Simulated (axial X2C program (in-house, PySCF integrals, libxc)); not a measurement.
**A two-component session on FB⁺: EOM-EA-CCSD levels**

Aim: EOM-EA-CCSD levels of FB⁺, with spin–orbit coupling in the Hamiltonian from the start.

The runs use an in-house X2C program for linear molecules on PySCF integrals; two-component X2C with atomic mean-field terms, F dyall-av3z, B dyall-av3z.

All values are calculated.

## (1) Set-up

The input, task.json:

```json
{"zs": [9, 5], "q": 1, "bas": ["dyall-av3z", "dyall-av3z"], "r0": 1.49, "eom": "ea", "thr": -2.0, "nmax": 92, "grid": [1, 0.96, 1.045, 0.92, 1.09, 1.15]}
```

Keys: zs atomic numbers; q charge; bas basis sets; r0 starting distance in Å; eom kind of EOM run; thr threshold in hartree for freezing inner shells (an s shell follows its p shell); nmax most natural virtual spinors; grid distances as factors.

Launch:

```console
python soeom.py task.json out
```

Further steps of the session: EOM-EA-CCSD at 1.212 Å.

What does the calculation give? Wanted: next root led by one particle; T1 of the reference; lowest state, Re and ωe.

**Answer**, as computed:

| quantity | value |
| --- | --- |
| lowest root at 1.212 Å | Ω = 1/2, 23.391 eV |
| next root led by one particle | Ω = 1/2, about 54550 cm⁻¹ higher |
| T1 of the reference | 0.026 |
| lowest state, Re and ωe | 1.213 Å, 1714 cm⁻¹ |

The added electron is bound by 23.39 eV in a spinor of 47% B sσ, 35% B pσ, 10% F pσ. Errors of 0.1 to 0.3 eV are usual at this size, and roots led by higher excitations are left out, so the list is incomplete, and low states of that kind can be missing. T1 or the largest double amplitude of the reference is raised, which lowers the reliability. The bond is 0.025 Å longer than in the closed-shell reference at CCSD (1.187 Å).
